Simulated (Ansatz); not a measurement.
C6H10 can be A, `CC1=CCCC1`, or B, `C1CC1C1CC1`.

Computed with Ansatz on PBE0-D4/def2-TZVP structures; ΔE is electronic, products minus reactants. CBS: MP2 limit from def2 TZ/QZ plus the TZ coupled-cluster correction, frozen cores. Functionals use def2-TZVPP. B3LYP here is the variant with VWN-RPA as its local correlation; programs differ in this. One conformer a species, not always the lowest.

A:

Z-matrix (Å, degrees):
```
C
C 1 1.486
H 1 1.095 2 111.0
H 1 1.091 2 111.7 3 -121.0
H 1 1.096 2 110.9 3 118.2
C 2 1.331 1 127.5 3 122.3
C 2 1.506 1 121.7 3 -60.6
C 6 1.499 2 112.6 1 177.3
H 6 1.085 2 124.3 1 0.1
C 7 1.534 2 103.6 1 168.8
H 7 1.099 2 109.8 1 -71.3
H 7 1.095 2 112.6 1 46.7
H 8 1.098 6 110.5 2 -105.7
H 8 1.094 6 113.2 2 135.2
H 10 1.093 7 109.1 2 -95.7
H 10 1.091 7 113.1 2 145.1
```

B:

Z-matrix (Å, degrees):
```
C
C 1 1.498
C 1 1.500 2 59.9
H 1 1.084 2 117.3 3 -107.9
H 1 1.083 2 118.6 3 108.0
C 2 1.486 1 120.2 3 109.7
H 2 1.087 1 116.0 3 -106.4
H 3 1.083 1 118.3 2 108.4
H 3 1.084 1 117.8 2 -107.2
C 6 1.498 2 120.2 1 109.2
C 6 1.498 2 120.2 1 180.0
H 6 1.087 2 114.1 1 -35.4
H 10 1.084 6 117.3 2 1.8
H 10 1.083 6 118.6 2 -142.4
H 11 1.084 6 117.3 2 -1.8
H 11 1.083 6 118.6 2 142.4
```

Which isomer does CCSD(T)/CBS put lower? Give the gap. (Best estimate.)

Ansatz gave: A, by 141.2 kJ/mol.

Give E(B) − E(A) in kJ/mol with B3LYP-D4, BLYP-D4, CCSD(T)/def2-TZVPP, r2SCAN-D4, B2PLYP, HF/def2-TZVPP, PBE-D4. (Estimate.)

The calculation gave: B3LYP-D4 143.0, BLYP-D4 147.5, CCSD(T)/def2-TZVPP 139.6, r2SCAN-D4 128.3, B2PLYP 138.1, HF/def2-TZVPP 144.3, PBE-D4 128.0. None reverses the order clearly.

Does the order hold for the free energy at 298.15 K (harmonic terms from PBE0-D4)? (Best estimate.)

The calculation gave: Yes: G(B) − G(A) = +140.9 kJ/mol, for one conformer each.

Largest T1 diagnostic: 0.010.

The D4 term adds +5.3 kJ/mol with B3LYP and +2.7 kJ/mol with PBE0; it sums over pairs of atoms, weighted by their polarisabilities, and B3LYP, whose exchange is more repulsive, gets the larger term. At CCSD(T), def2-SVP lies −3.4 kJ/mol from the extrapolated value and def2-TZVPP −1.5 kJ/mol.
